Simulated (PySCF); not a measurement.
# C2H5NO (Acetamide): the cost of one run

Computed with PySCF 2.14.0, with density-fitted response routines of our own, on a single molecule in the gas phase. Atoms count from 0, in the outputs and in this text.

### Step 1. Starting geometry

9 atoms, charge 0, multiplicity 1; geometry from: MMFF94s. The atoms were then displaced at random by about 0.03 Å, so the start is not that level's minimum.

Bonds of the start (Å): C0–C1 1.44, C1–N2 1.34, C1–O3 1.23, C0–H4 1.06, C0–H5 1.11, C0–H6 1.16, N2–H7 1.11, N2–H8 0.93.

### Step 2. Relaxing the molecule at PBE0-D3(BJ)/def2-SVP

What the job is given:

```
{"job": {"xc": "PBE0", "basis": "def2-SVP", "d3": "d3bj", "grid": 1, "shake": 0.03, "kind": "geom"}, "charge": 0, "multiplicity": 1}
C     -0.998750    -0.301460    -0.215800
C      0.155840     0.041210     0.576360
N      1.250830     0.257340    -0.159140
O      0.275080     0.102760     1.796650
H     -1.459910    -1.228360     0.013330
H     -0.859960    -0.202620    -1.308180
H     -1.781190     0.535120    -0.012460
H      2.206990     0.471790     0.367350
H      1.343810     0.254770    -1.083760
```

Started as:

```bash
$ OMP_NUM_THREADS=1 python probes_run.py task.json out
```

This one command runs all jobs of the session in turn.

**Question.** How long does this first job take on 1 thread of Arm Neoverse V1, shared host, and how much memory does it need?

About 13 s, with a peak of 0.33 GiB.
